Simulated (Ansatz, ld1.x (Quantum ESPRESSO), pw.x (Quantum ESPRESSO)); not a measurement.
Equation-of-state test of one PAW potential (zinc (Zn))

| Property | Result |
| --- | --- |
| Element | zinc |
| Generator | ld1.x (Quantum ESPRESSO) 7.5 |
| Type | PAW |
| Functional | PBEsol |
| Relativity | scalar-relativistic |
| Frozen core | [Ar] 3d10 |
| Valence charge | 2 |
| Reference configuration | 4s2 4p0 |
| Partial waves | 4s (bound): rcut 1.50, rcutus 1.85 bohr; 4s channel at 0.05 Ry: rcut 1.50, rcutus 1.85 bohr; 4p (bound, empty): rcut 1.85, rcutus 2.55 bohr; 4p channel at 3.5 Ry: rcut 1.85, rcutus 2.55 bohr |
| Local potential | all-electron potential smoothed inside 1.50 bohr (lloc = -1) |
| Core correction | a·sin(br)/r model core inside 1.65 bohr |
| Augmentation charge | PSQ, inside the norm-conserving radii |

Atomic tests: cutoffs needed: 8 Ry and 12 Ry (the cutoffs (Ry, on a coarse ladder) from which the occupation-weighted sum of valence levels, in a spherical-Bessel basis at the reference potential, stays within 10 and 1 mRy of its value at 400 Ry); ghost test: no extra level below or beside the all-electron valence levels (s, p, d, f tested) (spherical-Bessel basis up to 400 Ry, 20 bohr box); largest excitation error: -279 meV (all-electron minus pseudo) for 4s0 4p1, out of 5 test configurations.

Crystal test: sc Zn in pw.x 7.5, no spin, 13³ k-points, Fermi–Dirac smearing 0.01 Ry, cutoffs 40/320 Ry. The reference is all-electron LAPW (Ansatz 0.2.0) with the same functional, mesh and smearing; V0 and B0 come from Birch–Murnaghan fits to the pressures at five volumes. Errors are pseudo minus all-electron; Δ is the rms difference of the E(V) curves that follow from these fits, minima aligned, over ±6 % about the mean V0. Mesh and smearing are coarse, so the numbers serve the comparison and aren't converged zero-temperature values; the lattice is a test structure that the element need not adopt.

| V (Å³/atom) | P all-electron (GPa) | P pseudo (GPa) |
| --- | --- | --- |
| 16.103 | 3.18 | -19.27 |
| 16.527 | 1.30 | -19.12 |
| 16.951 | -0.30 | -18.93 |
| 17.375 | -1.68 | -18.72 |
| 17.799 | -2.86 | -18.48 |

All-electron: a0 = 2.565 Å (V0 = 16.87 Å³/atom), B0 = 61.0 GPa.

Pseudopotential: mean pressure error (GPa): -18.83. The pressure does not cross zero within the volumes sampled, so no fit is given. The largest radius (2.55 bohr) exceeds half the bond length (2.43 bohr), so the spheres overlap, which is one possible source of error among others. This is a poor potential for the solid. The pseudo pressure rises with volume over the whole range, a mechanical instability.

At the middle volume, how do free energy and pressure move when the wave cutoff is lowered (ecutrho held at 320 Ry)?

```json
{"cutoff (Ry)": "18", "shift of F (meV/atom)": "+6.2", "shift of P (GPa)": "-0.02"}
{"cutoff (Ry)": "24", "shift of F (meV/atom)": "+1.8", "shift of P (GPa)": "-0.02"}
{"cutoff (Ry)": "32", "shift of F (meV/atom)": "+0.4", "shift of P (GPa)": "+0.00"}
```

The run at the middle volume (84 k-points, 6 iterations) took about 2.2 s on one core of a shared host (Neoverse-V2, 192 threads, 742 GiB, load 78).
